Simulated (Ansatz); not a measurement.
For CaB6-type LaB₆, revPBE in Ansatz (plane waves, PAW) gives:

| Item | Value |
|---|---|
| lattice parameter a | 4.175 Å |
| bulk modulus B0 | 168 GPa |

### Question
What does r²SCAN-D4 (plane waves, PAW; Ansatz, a quantum-chemistry and plane-wave program) give for the same quantities?

### Answer

- lattice constant a: 4.140 Å (decreases by 0.8 %)
- bulk modulus: 183 GPa (rises by 8.9 %)

For comparison: lattice constant a 4.157 Å (measured, 296 K, not corrected to a static lattice; as tabulated in Tsubota and Kitagawa (2017), doi:10.1038/s41598-017-15766-y); bulk modulus 164 ± 2 GPa (measured, room temperature, no zero-point or thermal correction, isothermal; as tabulated in LaB6 under pressure, Phys. Rev. B 80, 172104 (doi 10.1103/PhysRevB.80.172104)).

Changes are worked out from the printed values.

Unless a cell is named, each level is at its own relaxed cell (revPBE 10.40, r²SCAN-D4 10.14 Å³/atom).

Ansatz's density-functional and Hartree–Fock values are scalar-relativistic unless marked +SOC, with PAW data made under PBE.
